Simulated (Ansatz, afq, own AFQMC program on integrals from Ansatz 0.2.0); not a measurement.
## Where AFQMC and coupled cluster stand for AlSF, singlet

```xyz
3

F     0.0000    0.0000    1.6245
Al    0.0000    0.0000   -0.0063
S     0.0000    0.0000   -1.6183
```

Connectivity, by distances: F–Al–S.

Basis cc-pVDZ. Noble-gas cores (and the filled d shells of Ga–Kr and In–Xe) are frozen. AFQMC by an in-house program on the Cholesky factors that Ansatz 0.2.0 writes for its CCSD(T) run. The CISD trial takes its coefficients from CCSD amplitudes. Released means that phaseless walkers are propagated on without the constraint, phases kept. Uncertainties: one standard error, sampling alone.

Determinant: RHF, the one that the program's search chose, which needn't be the lowest solution. The geometry is a point of a scan.

No full CI on the walks' own integrals is used here. The released AFQMC energy serves as the reference, which it does only where one determinant dominates, the energy is flat over the last release times and near the phaseless one (40 meV or 2 meV an electron, half that with transition metals). On small molecules, where full CI could be run and the noise was under 10 meV, such values lay within 10 meV of it in 19 cases of 20, a flattering rate, since the rule was set on those same cases; what remains of the bias isn't in the error bar.

Cautions: the ph-AFQMC/CISD walk drifts between its halves (2.2 errors); the released value is read at 2.40 1/Eh with a noise of 29 meV, more than in the cases checked (meV from the phaseless value at times in 1/Eh: 10 ± 16 at 0.24, -6 ± 16 at 0.51, -1 ± 18 at 0.99, -43 ± 28 at 1.62, -38 ± 29 at 2.40).

```
T1 diagnostic                               : 0.0145
weight of the determinant in the CISD state : 0.875
size of the correlated space                : 16 electrons in 39 orbitals
```

Reference: AFQMC with the constraint released, correlation energy -10.432 ± 0.029 eV.

```tsv
level	E − E(reference) (kJ/mol)	share of correlation (%)
HF	1006.5 ± 2.8	0.00
MP2	67.7 ± 2.8	93.27
CCSD	27.7 ± 2.8	97.24
CCSD(T)	6.2 ± 2.8	99.38
ph-AFQMC/HF	-8.7 ± 8.7	100.87
ph-AFQMC/CISD	3.7 ± 3.2	99.64
```

A walk keeps the symmetry of its determinant, which the program's search chose and which needn't be the lowest solution, so a lower state of the same spin and another symmetry isn't excluded. Released energies are given only where the last usable release times agree within the noise; a slower fall can still hide under it.
